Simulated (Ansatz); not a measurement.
Reaction (SMILES): N (NH3) → [NH2-] + H+
B3LYP-D3(BJ)/def2-TZVP geometries, fixed; electronic energies without zero-point terms.
Largest species:
```
N
H 1 1.0136
H 1 1.0136 2 107.33
H 1 1.0136 2 107.33 3 -115.09
```

The deprotonation energy at CCSD(T) with Ansatz (a first-principles code), in kcal/mol, split into its Hartree-Fock and correlation parts. Cores are frozen. No added dispersion term, no relativity. Functions are those of the species that has most.

```tsv
basis	X	functions	Hartree-Fock	CCSD(T)
aug-cc-pVDZ	2	50	420.28	410.07
aug-cc-pVTZ	3	115	421.89	411.81
aug-cc-pVQZ	4	218	422.06	412.00
```

Worked estimate of the basis-set limit from each neighbouring pair, with Hartree-Fock from the larger set and the correlation part extrapolated as X^-3.
Correlation parts: X = 2: -10.21, X = 3: -10.08, X = 4: -10.06.
- (2,3): (27·(-10.08) - 8·(-10.21))/19 = -10.03; with Hartree-Fock 421.89 the estimate is 411.86 kcal/mol.
- (3,4): (64·(-10.06) - 27·(-10.08))/37 = -10.05; with Hartree-Fock 422.06 the estimate is 412.01 kcal/mol.
The last two estimates differ by 0.15 kcal/mol; the largest set lies 0.01 from the last. Over the last step Hartree-Fock moves by 0.17 and the correlation part by 0.02.
